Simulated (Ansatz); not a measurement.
# Rock-salt CaO: TA phonon frequency at L by level of theory

No measured value is used here.

```json
[
 {"level (code)": "LDA (Ansatz)", "value (cm⁻¹)": "189", "cell (Å³/atom)": "13.04"},
 {"level (code)": "PBE (Ansatz)", "value (cm⁻¹)": "168", "cell (Å³/atom)": "14.09"},
 {"level (code)": "r²SCAN (Ansatz)", "value (cm⁻¹)": "182", "cell (Å³/atom)": "13.78"}
]
```

Each level is taken at its own relaxed cell. Cutoffs differ between the levels. Ansatz's density-functional and Hartree–Fock values are scalar-relativistic unless marked +SOC, with PAW data made under PBE.

Ansatz is a program for electronic structure.
